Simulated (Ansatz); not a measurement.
**AlLiH (doublet): the correlation ladder at scale of all distances = 1.000, cc-pVDZ**

Aim: climb from Hartree-Fock through coupled cluster and multireference methods for AlLiH (doublet) at one geometry and basis, and see what each rung misses.

Computed with Ansatz 0.2.0, Gaussian basis. Level: cc-pVDZ, core rule «outside noble gas», up to 6 orbitals frozen.

The runs, in order: UHF; CCSD(T) on ROHF; CCSD(T) on UHF; BCCD(T) on ROHF; CISD as a restricted active space (open shells left free, so some higher excitations enter); CCSDT(Q) on ROHF; CCSDT(Q) on UHF; CASSCF and MRCISD+Q, 3 electrons in 3 orbitals; CASSCF and NEVPT2, 3 electrons in 3 orbitals; Full CI.

26 further runs of the same task are left out: 16 for a known fault of the program, 8 that didn't finish, 2 set aside as unsound or not needed. Runs told in other sessions of the task aren't counted.

## 1. The system

The geometry derives from a PBE0/def2-TZVP stationary point (not a proven minimum). All distances are scaled together.

3 atoms, charge 0, spin multiplicity 2.

Atoms are counted from 1 here; the program's logs count them from 0.

Bond lengths: Al1–H3 1.629 Å.

## 2. UHF

The input, in.yaml:

```yaml
crystal:
  periodic: [false, false, false]
  atoms:
    - {symbol: Al, position_ang: [0.000000, -0.083176, 0.486397]}
    - {symbol: Li, position_ang: [0.000000, 0.177408, -2.137393]}
    - {symbol: H, position_ang: [0.000000, 1.004847, 1.698425]}
basis:
  gaussian: {orbitals: cc-pVDZ}
magnetization: {spin_polarized: true, initial_magnetization: 1}
hamiltonian: {xc: hf}
output: {orbitals: {seedname: orbitals}}
```

Launch:

```sh
ansatz run in.yaml --threads 1 --pin off --events-out ev --progress --plain --max-ram 2393MiB
```

After this run come: CCSD(T) on ROHF; CCSD(T) on UHF; BCCD(T) on ROHF; CISD as a restricted active space (open shells left free, so some higher excitations enter); CCSDT(Q) on ROHF; CCSDT(Q) on UHF; CASSCF and MRCISD+Q, 3 electrons in 3 orbitals; CASSCF and NEVPT2, 3 electrons in 3 orbitals; Full CI.

Q: Predict the results of all the runs planned. Wanted: FCI from the RHF energy; RMP2 from FCI; UMP2 from FCI; RCCSD from FCI; RCCSD(T) from FCI; UCCSD(T) from FCI; RCCSDT(Q) from FCI; UCCSDT(Q) from FCI; MRCISD+Q pair from FCI.

The runs gave:

| quantity | value |
| --- | --- |
| FCI from the ROHF energy | -2.3666 eV |
| RMP2 from FCI | +677.3 meV |
| UMP2 from FCI | +695.9 meV |
| RCCSD from FCI | +76.5 meV |
| RCCSD(T) from FCI | +21.7 meV |
| UCCSD(T) from FCI | +21.4 meV |
| RCCSDT(Q) from FCI | +0.5 meV |
| UCCSDT(Q) from FCI | +0.3 meV |
| MRCISD+Q pair from FCI | -41.2 meV |
| levels within 1 kcal/mol (43 meV) | RCCSD(T), UCCSD(T), BCCD(T), RCCSDT, UCCSDT, RCCSDT(Q), UCCSDT(Q), MRCISD+Q pair |
| T1 diagnostic | 0.034 |
| effectively unpaired electrons | 1.08 |

What this shows: RCCSD(T) lands +21.7 meV from the yardstick (0.9 % of the correlation energy). MRCISD+Q pair falls below full CI: the +Q correction isn't variational, and the cores differ from full CI's. One determinant dominates. These misses are within one basis, not against nature; the frozen cores of restricted and unrestricted runs differ, which can shift their rows.

Levels on UHF freeze UHF's core orbitals, full CI those of ROHF, so the U rows can settle a little off it for that reason alone.

With open shells the CI space here admits some higher excitations, so it is larger than plain CISD.
